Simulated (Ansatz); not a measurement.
**AlBH₄O: functionals against CCSD(T) at one geometry**

A test off equilibrium: a structure displaced at random from a GFN2-xTB minimum is computed at several levels, and each is set against CCSD(T).

Computed with Ansatz 0.2.0, Gaussian basis. Level: single points in def2-TZVPP.

Correlated methods freeze the cores.

### 1 The starting structure

SMILES `B[O][AlH2]`, 7 atoms, charge 0, spin multiplicity 1.

Atoms are counted from 1 here; the program's logs count them from 0.

Bond lengths: B1–O2 1.273 Å, B1–H4 1.300 Å, B1–H5 1.221 Å, O2–Al3 1.870 Å, Al3–H7 1.348 Å. Angles: O2–B1–H4 120.6°, O2–B1–H5 121.6°, H4–B1–H5 116.6°, B1–O2–Al3 172.6°, O2–Al3–H7 122.0°.

Coordinates:

```mol
AlBH4O
  3D, bonds by distance, orders not assigned

  7  5  0  0  0  0  0  0  0  0999 V2000
   -1.2113    0.4935   -0.8155 B   0  0
   -0.2271    0.0884   -0.1170 O   0  0
    1.3341   -0.5407    0.6988 Al  0  0
   -1.7833   -0.2972   -1.6743 H   0  0
   -1.7975    1.5318   -0.5545 H   0  0
    1.9361    0.5623    1.9467 H   0  0
    1.7878   -1.7944    0.5024 H   0  0
  1  2  8  0
  1  4  8  0
  1  5  8  0
  2  3  8  0
  3  7  8  0
M  END
```

### 2 CCSD(T)/def2-TZVPP

Input file run/in.yaml:

```yaml
crystal:
  periodic: [false, false, false]
  atoms:
    - {symbol: B, position_ang: [-1.211300, 0.493500, -0.815500]}
    - {symbol: O, position_ang: [-0.227100, 0.088400, -0.117000]}
    - {symbol: Al, position_ang: [1.334100, -0.540700, 0.698800]}
    - {symbol: H, position_ang: [-1.783300, -0.297200, -1.674300]}
    - {symbol: H, position_ang: [-1.797500, 1.531800, -0.554500]}
    - {symbol: H, position_ang: [1.936100, 0.562300, 1.946700]}
    - {symbol: H, position_ang: [1.787800, -1.794400, 0.502400]}
basis:
  gaussian: {orbitals: def2-TZVPP}
correlation: {method: ccsd_t}
output: {forces: true}
```

No record of the launch command was kept for these runs.

### 3 PBE0-D4/def2-TZVPP

run/in.yaml, as its differences from that of step 2:

```diff
@@ -12,3 +12,3 @@
   gaussian: {orbitals: def2-TZVPP}
-correlation: {method: ccsd_t}
-output: {forces: true}
+hamiltonian: {xc: pbe0, dispersion: d4}
+output: {forces: true, orbitals: {seedname: orbitals}}
```

### 4 wB97M-V/def2-TZVPP

run/in.yaml, as its differences from that of step 3:

```diff
@@ -12,3 +12,3 @@
   gaussian: {orbitals: def2-TZVPP}
-hamiltonian: {xc: pbe0, dispersion: d4}
-output: {forces: true, orbitals: {seedname: orbitals}}
+hamiltonian: {xc: {name: wB97M-V}}
+output: {forces: true}
```

### 5 r2SCAN-D4/def2-TZVPP

run/in.yaml, as its differences from that of step 4:

```diff
@@ -12,3 +12,3 @@
   gaussian: {orbitals: def2-TZVPP}
-hamiltonian: {xc: {name: wB97M-V}}
+hamiltonian: {xc: r2scan, dispersion: d4}
 output: {forces: true}
```

### 6 PBE-D4/def2-TZVPP

run/in.yaml, as its differences from that of step 5:

```diff
@@ -12,3 +12,3 @@
   gaussian: {orbitals: def2-TZVPP}
-hamiltonian: {xc: r2scan, dispersion: d4}
+hamiltonian: {xc: pbe, dispersion: d4}
 output: {forces: true}
```

### 7 HSE06-D4/def2-TZVPP

run/in.yaml, as its differences from that of step 6:

```diff
@@ -12,3 +12,3 @@
   gaussian: {orbitals: def2-TZVPP}
-hamiltonian: {xc: pbe, dispersion: d4}
+hamiltonian: {xc: hse06, dispersion: d4}
 output: {forces: true}
```

### 8 r2SCANh-D4/def2-TZVPP

run/in.yaml, as its differences from that of step 7:

```diff
@@ -12,3 +12,3 @@
   gaussian: {orbitals: def2-TZVPP}
-hamiltonian: {xc: hse06, dispersion: d4}
+hamiltonian: {xc: {name: r2SCANh}, dispersion: d4}
 output: {forces: true}
```

(Steps that only read results are left out.)

What does the calculation give? Wanted: energy less free atoms, CCSD(T)/def2-TZVPP; RMS force component; RMS force error; HOMO and LUMO, PBE0-D4; T1 diagnostic.

**Answer**, as computed:

| quantity | value |
| --- | --- |
| energy less free atoms, CCSD(T)/def2-TZVPP | -524.3 kcal/mol |
| RMS force component | 2.619 to 2.719 eV/Å over the methods |
| RMS force error | PBE0-D4 0.169, wB97M-V 0.126, r2SCAN-D4 0.123, PBE-D4 0.144, HSE06-D4 0.168, r2SCANh-D4 0.147 eV/Å |
| HOMO and LUMO, PBE0-D4 | -6.99 and -2.01 eV |
| T1 diagnostic | 0.013 |

In words: Against CCSD(T) the functionals' energies less atoms differ by -16.1 to -5.4 kcal/mol, PBE-D4 by -12.9 kcal/mol. The reference is not at the basis limit: in triple zeta CCSD(T) underbinds, which counts against methods that bind more; the gaps are no ranking. For forces r2SCAN-D4 does best and PBE0-D4 worst. Frozen-core CCSD(T) forces in triple zeta carry basis errors of their own, and this is one geometry, so small gaps rank nothing.
